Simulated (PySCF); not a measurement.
# 31P chemical shifts

PySCF 2.14 calculation with GFN2-xTB structure and σ from GIAO-PBE0/pcSseg-1; one computed conformer, averaged over atoms made equivalent by symmetry, fast rotation or ring inversion, isolated molecule, non-relativistic Hamiltonian.

Shieldings were converted by a linear fit to measured shifts: 31P: δ = 270.09 − 0.828σ (rms 18.1 ppm, 64 shifts vs H3PO4, solution or neat liquid). Occasional misses reach two or three times the rms, and more in compound classes unlike the fitted ones.

Question: Give the 31P shifts of `C#CC[P@@H](=O)C#C`.

Answer: 
```csv
compound,environment,δ (ppm)
C#CC[P@@H](=O)C#C,"phosphorus bonded to 2 C, O, H",-20.6
```

Question: Match the shifts 42.8, 12.8, -17.4, -95.7, -129.7, -254.4 ppm to `COC1=C(C)P1C`, `CPC`, `C=C[P@@H](=O)/C=C\C`, `CC(C)C[P@](C)(=O)O`, `CCC[Si@@H](P)[Si](F)(F)F`, `CCCCP(C)(C)=O`.

Answer: 42.8: CC(C)C[P@](C)(=O)O (phosphorus bonded to 2 C, 2 O); 12.8: CCCCP(C)(C)=O (phosphorus bonded to 3 C, O); -17.4: C=C[P@@H](=O)/C=C\C (phosphorus bonded to 2 C, O, H); -95.7: CPC (phosphorus bonded to 2 C, H); -129.7: COC1=C(C)P1C (phosphorus bonded to 3 C, in a 3-membered ring); -254.4: CCC[Si@@H](P)[Si](F)(F)F (phosphorus bonded to Si, 2 H).
